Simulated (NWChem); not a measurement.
System: PH$_{2}$, doublet; SMILES [PH2]

All runs: NWChem. Pople sets run with spherical d functions. Spin-unrestricted. In the optimisation the excess spin sits in b2 (C2v, its own frame). Geometry: optimised at PBE0/def2-SVP, spin-unrestricted. No stability test was run on the SCF state. B3LYP is NWChem's, with the RPA form of VWN correlation. Vertical excitations in the gas phase; the lowest state need not have the same character in each row. Excited states of an open shell can be spin-contaminated.

| level | lowest excitation (eV) | oscillator strength of that lowest state | lowest state with f > 0.02 (eV) | oscillator strength of that bright state | lowest empty minus highest occupied level, either spin (eV) |
|---|---|---|---|---|---|
| PBE/6-31+G*, TDA | 3.00 | 0.012 | 5.46 | 0.050 | 1.84 |
| B3LYP/6-31+G*, TDA | 2.97 | 0.012 | 5.58 | 0.046 | 3.35 |
| CAM-B3LYP/6-31+G*, TDA | 2.91 | 0.012 | 5.79 | 0.045 | 6.33 |
| PBE0/6-31+G*, TDA | 3.04 | 0.013 | 5.86 | 0.046 | 4.13 |
